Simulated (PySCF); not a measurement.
Thioacrolein, C₃H₄S.
Bonds: C1–C2 (double), C2–C3, C3–S4 (double). Hydrogens: H5, H6 on C1; H7 on C2; H8 on C3.

Computed, not measured: PySCF 2.14.0, PBE0-D3(BJ)/def2-SVP geometry optimisation, gas phase.

(1) What internal coordinates does the optimisation give?

## Answers

(1) 
| bond | length (Å) | order |
| --- | --- | --- |
| C1=C2 | 1.344 | double |
| C2–C3 | 1.449 | single |
| C3=S4 | 1.625 | double |
| C1–H5 | 1.093 | single |
| C1–H6 | 1.095 | single |
| C2–H7 | 1.095 | single |
| C3–H8 | 1.104 | single |

Orders are formal, as drawn. A selection of angles:
| angle | degrees |
| --- | --- |
| C2–C1–H5 | 121.7 |
| C2–C1–H6 | 121.1 |
| H5–C1–H6 | 117.2 |
| C1–C2–C3 | 122.2 |
| C1–C2–H7 | 121.2 |
| C3–C2–H7 | 116.6 |
| C2–C3–S4 | 125.2 |
| C2–C3–H8 | 114.9 |
| S4–C3–H8 | 120.0 |

Torsions: C1–C2–C3–S4 180° (antiperiplanar).

The 4 heavy atoms lie in one plane (0.000 Å rms). The 2 C–C bonds span 1.344 Å (C1=C2, drawn double) to 1.449 Å (C2–C3, drawn single), a spread of 0.105 Å. Of the pairs four or more bonds apart, H6···H8 is among the closest relative to their van der Waals radii: 2.41 Å, 100 % of the sum of Bondi's values.

Point group: Cs (tolerance 0.08 Å). PBE0-D3(BJ)/def2-SVP frequencies: not computed here. The numbers are those of one conformer.
